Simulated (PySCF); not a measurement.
**SiO2 (silicon dioxide molecule): B3LYP/6-31G(d) (spherical functions)**

What is the energy change on altering one bond length of SiO2 (silicon dioxide molecule) at B3LYP/6-31G* (spherical functions)? The job is set up through a Python script.

The results are computed with PySCF 2.14.0.

4 further runs of the same task are left out: 4 set aside as unsound or not needed.

### Step 1. The molecule

SiO2 has 3 atoms, charge 0, and is taken as a singlet. SMILES: `O=[Si]=O`. The coordinates come from a GFN2-xTB relaxation.

Bond lengths: O1–Si2 1.491 Å, Si2–O3 1.491 Å. Angles: O1–Si2–O3 179.9°.

### Step 2. A single-point energy at B3LYP/6-31G(d) (spherical functions)

run.py

```python
from pyscf import gto, dft

mol = gto.Mole()
mol.atom = '''
O    0.691230   1.217290   0.513740
Si  -0.000730   0.000440  -0.000160
O   -0.690510  -1.217740  -0.513580
'''
mol.spin = 0
mol.charge = 0
mol.max_memory = 1860
mol.basis = '6-31g*'
mol.verbose = 3
mol.build()

myscf = dft.RKS(mol)
myscf.xc = 'b3lyp'
myscf.conv_tol = 1e-10
myscf.grids.level = 5
myscf.kernel()
if not myscf.converged:
    myscf = myscf.newton().run(myscf.mo_coeff, myscf.mo_occ)

etot = myscf.e_tot
print('Final energy', etot)
```

Started as:

```
$ OMP_NUM_THREADS=1 python run.py
```

Standard output:

```text
converged SCF energy = -439.921298099019
Final energy -439.9212980990193
```

It took 4.5 s on 1 thread of Arm Neoverse V2, shared host; peak memory 0.26 GiB.

### Step 3. The distorted shape, same level

start.xyz

```xyz
3

O      0.898801     1.582314     0.667897
Si    -0.000730     0.000440    -0.000160
O     -0.690510    -1.217740    -0.513580
```

run.py

```python
from pyscf import gto, dft

system = gto.Mole()
system.atom = 'start.xyz'
system.verbose = 4
system.max_memory = 1860
system.charge = 0
system.basis = '6-31g*'
system.build()

mf = dft.RKS(system)
mf.xc = 'b3lyp'
mf.grids.level = 5
mf.conv_tol = 1e-10
mf.kernel()
if not mf.converged:
    mf = mf.newton().run(mf.mo_coeff, mf.mo_occ)

e_tot = mf.e_tot
print('E(%s) = %.9f' % ('B3LYP', e_tot))
```

Started as:

```
$ OMP_NUM_THREADS=1 python run.py
```

Standard output:

```text
PySCF version 2.14.0

[INPUT] num. atoms = 3
[INPUT] num. electrons = 30
[INPUT] charge = 0
[INPUT] spin (= nelec alpha-beta = 2S) = 0
[INPUT] symmetry False subgroup None
[INPUT] Mole.unit = angstrom
[INPUT] Symbol           X                Y                Z      unit          X                Y                Z       unit  Magmom
[INPUT]  1 O      0.898801000000   1.582314000000   0.667897000000 AA    1.698487730485   2.990140103065   1.262142409419 Bohr   0.0
[INPUT]  2 Si    -0.000730000000   0.000440000000  -0.000160000000 AA   -0.001379500071   0.000831479495  -0.000302356180 Bohr   0.0
[INPUT]  3 O     -0.690510000000  -1.217740000000  -0.513580000000 AA   -1.304874786273  -2.301195090928  -0.970525543054 Bohr   0.0

nuclear repulsion = 80.1970305011531
number of shells = 20
number of NR pGTOs = 105
number of NR cGTOs = 46
basis = 6-31g*
ecp = {}

[... 57 lines left out ...]
converged SCF energy = -439.836064071879
E(B3LYP) = -439.836064072
```

It took 4.5 s on 1 thread of Arm Neoverse V2, shared host; peak memory 0.26 GiB.

### Step 4. Summary of results

Level: B3LYP/6-31G* (spherical functions).

| quantity | value |
| --- | --- |
| first shape: total energy | -439.92130 Eh |
| first shape: dipole moment | 0.01 D |
| first shape: HOMO energy | -9.29 eV |
| first shape: LUMO energy | -3.39 eV |
| first shape: HOMO–LUMO gap | 5.90 eV |
| distorted shape: total energy | -439.83606 Eh |
| distorted shape: dipole moment | 0.79 D |
| distorted shape: HOMO energy | -8.18 eV |
| distorted shape: LUMO energy | -4.45 eV |
| distorted shape: HOMO–LUMO gap | 3.73 eV |
| energy change with the O1–Si2 bond stretched from 1.491 to 1.938 Å | 2.319 eV |

In words: With the O1–Si2 bond stretched from 1.491 to 1.938 Å the energy rises by 2.32 eV (53 kcal/mol). The first shape isn't relaxed at this level, so the change isn't measured from a minimum.
